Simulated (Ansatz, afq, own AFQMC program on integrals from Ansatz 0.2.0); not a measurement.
# H$_{3}$, doublet in cc-pVTZ, levels against full CI

| atom | x (Å) | y (Å) | z (Å) |
| --- | --- | --- | --- |
| H | 0.0000 | 0.0000 | -1.0090 |
| H | 0.0000 | 0.0000 | 0.1320 |
| H | 0.0000 | 0.0000 | 0.8770 |

Basis cc-pVTZ. Noble-gas cores (and the filled d shells of Ga–Kr and In–Xe) are frozen. Integrals, coupled cluster, full CI and functionals: Ansatz 0.2.0; the random walks run on the same integrals in our own AFQMC program. The CISD trial takes its coefficients from CCSD amplitudes. Released means that phaseless walkers are propagated on without the constraint, phases kept. Error bars are statistical, one sigma.

Determinant: UHF, the one that the program's search chose, which needn't be the lowest solution. The geometry is a point of a scan.

Full CI on the same integrals is exact in this basis and with this determinant's frozen core.

```
T1 diagnostic                               : 0.0148
weight of the determinant in the CISD state : 0.975
⟨S²⟩ of the determinant                     : 0.764
size of the correlated space                : 3 electrons in 42 orbitals
```

```
  level  correlation energy (eV)
    MP2                  -1.0128
   CCSD                  -1.2852
CCSD(T)                  -1.2942
```

**Question.** Estimate where full CI lies against CCSD(T) on the same integrals.

**Answer.** 0.05 kcal/mol below CCSD(T).

Reference: full CI, correlation energy -1.297 eV. The released energy is read at 2.40 1/Eh (meV from the phaseless value at times in 1/Eh: -0.05 ± 0.15 at 0.24, 0.07 ± 0.10 at 0.51, -0.13 ± 0.11 at 0.99, -0.16 ± 0.11 at 1.62, -0.22 ± 0.11 at 2.40).

| level | E − E(reference) (kcal/mol) | share of correlation (%) |
| --- | --- | --- |
| CCSD(T) | 0.05 | 99.82 |
| ph-AFQMC/CISD | 0.00 ± 0.004 | 99.99 |
| released AFQMC | 0.00 ± 0.003 | 100.01 |

A walk keeps the symmetry of its determinant, which the program's search chose and which needn't be the lowest solution, so a lower state of the same spin and another symmetry isn't excluded. Released energies are given only where the last usable release times agree within the noise; a slower fall can still hide under it.
